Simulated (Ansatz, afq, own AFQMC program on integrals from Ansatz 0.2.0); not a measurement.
**BSiH₂, quartet → BSiH2⁺, triplet**

```yaml
atoms:
  - { symbol: Si, position_ang: [0.0000, -0.0471, 0.5518] }
  - { symbol: B, position_ang: [0.0000, -0.0605, -1.3633] }
  - { symbol: H, position_ang: [0.0000, 1.1711, 1.4474] }
  - { symbol: H, position_ang: [0.0000, 0.7893, -2.2001] }
```

Connectivity, by distances: SiH–BH.

E(triplet, charge +1) − E(quartet, charge +0) at this geometry, on UHF and UHF determinants.

Basis cc-pVTZ. Noble-gas cores (and the filled d shells of Ga–Kr and In–Xe) are frozen. Ansatz 0.2.0 and our own AFQMC program on the same integrals; the CISD trial comes from CCSD amplitudes, and released means the phaseless constraint is let go. Error bars are statistical, one sigma. The errors of all members are added in quadrature.

No full CI on the walks' own integrals is used here; CCSDT(Q) serves as the reference and is uncertain by about the last step of the cluster series. Each member takes its own surest rung, up to full CI.

Errors are counted within cc-pVTZ, not against nature.

Cautions: BSiH₂ (quartet): lower spins were not checked, the released energies are still falling, so no released level is given (meV from the phaseless value at times in 1/Eh: 1 ± 4 at 0.24, 0 ± 4 at 0.51, -6 ± 4 at 0.99, -8 ± 4 at 1.62, -16 ± 7 at 2.40), though the last usable value meets CCSDT(Q) within the noise; BSiH₂⁺ (triplet): lower spins were not checked, the released energies have errors that jump between times, so the bars are unsure, so no released level is given (meV from the phaseless value at times in 1/Eh: -5 ± 4 at 0.24, -15 ± 3 at 0.51, -61 ± 37 at 0.99, -27 ± 3 at 1.62, -26 ± 11 at 2.40), its ph-AFQMC/CISD value lies 37 ± 4 meV above CCSDT(Q); this needn't be the first ionization.

Reference (CCSDT(Q)): 780.7 kJ/mol.

```tsv
level	vertical ionization energy (kJ/mol)	error against CCSDT(Q) (kJ/mol)
HF	745.7	-34.9
MP2	781.0	0.4
CCSD	780.0	-0.7
CCSD(T)	781.5	0.8
CCSDT	780.8	0.1
ph-AFQMC/CISD	782.9 ± 0.6	2.2 ± 0.6
```

Correlation beyond CCSD(T) takes off 0.8 kJ/mol. The perturbative (T) step is worth +1.5 kJ/mol.

A walk keeps the symmetry of its determinant, which the program's search chose and which needn't be the lowest solution, so a lower state of the same spin and another symmetry isn't excluded.
